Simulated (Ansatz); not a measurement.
Reaction (substitution at a C–C bond): `C=CCCC=C` + H–F → `C=CCF` + `C=CC`

Gas-phase electronic energies from Ansatz, PBE0-D4/def2-TZVP geometries. CBS: MP2 limit from def2 TZ/QZ plus the TZ coupled-cluster correction, frozen cores. This one scheme is used for every species. DFT in def2-TZVPP. B3LYP here is the variant with VWN-RPA as its local correlation; programs differ in this. Each species was taken in one conformer, which may not be the lowest.

`C=CCCC=C`:

Z-matrix (Å, degrees):
```
C
C 1 1.492
C 1 1.535 2 113.0
H 1 1.096 2 109.0 3 120.2
H 1 1.094 2 109.9 3 -122.7
C 2 1.325 1 125.3 3 119.1
H 2 1.090 1 115.8 3 -60.3
C 3 1.492 1 113.0 2 -65.5
H 3 1.094 1 109.5 2 172.0
H 3 1.098 1 108.4 2 55.9
H 6 1.084 2 121.6 1 -179.9
H 6 1.086 2 121.3 1 0.3
C 8 1.326 3 124.8 1 -121.5
H 8 1.088 3 116.1 1 57.5
H 13 1.084 8 121.6 3 179.6
H 13 1.086 8 121.4 3 -0.6
```

H–F:

Z-matrix (Å, degrees):
```
F
H 1 0.920
```

`C=CCF`:

```xyz
9

C    -1.280    0.120   -0.503
C    -0.362    0.020    0.445
C     1.100   -0.098    0.204
F     1.403   -0.091   -1.139
H    -2.332    0.202   -0.258
H    -1.005    0.122   -1.551
H    -0.648    0.019    1.495
H     1.636    0.736    0.674
H     1.487   -1.030    0.632
```

`C=CC`:

```xyz
9

C    -1.208    0.090   -0.672
C    -0.225   -0.495   -0.002
C     1.001    0.191    0.493
H    -1.179    1.149   -0.910
H    -2.077   -0.466   -1.005
H    -0.300   -1.560    0.213
H     1.089    0.102    1.580
H     1.903   -0.262    0.068
H     0.996    1.252    0.235
```

```
             level  ΔE (kJ/mol)  difference from CCSD(T)/CBS
            B97M-V         28.4                        -21.7
           PBE0-D4         39.8                        -10.3
          B3LYP-D4         32.0                        -18.1
      CAM-B3LYP-D4         29.4                        -20.7
           ωB97X-V         32.6                        -17.5
              BLYP         14.0                        -36.1
            r2SCAN         28.8                        -21.3
           r2SCANh         30.8                        -19.3
  CCSD(T)/def2-SVP         35.2                        -14.9
SCS-MP2/def2-QZVPP         50.2                          0.1
       CCSD(T)/CBS         50.1                            0
```

Largest T1 diagnostic among the species: 0.011.

From PBE to PBE0 (25 % exact exchange), in def2-TZVPP and without D4, ΔE moves by +4.9 kJ/mol. The D4 term adds +12.3 kJ/mol with B3LYP and +7.3 kJ/mol with PBE0; it sums over pairs of atoms, weighted by their polarisabilities, and B3LYP, whose exchange is more repulsive, gets the larger term. In def2-TZVPP, CCSD(T) changes the Hartree–Fock value by +29.5 kJ/mol (the triples alone add +3.4 kJ/mol) and MP2 by +42.0 kJ/mol.
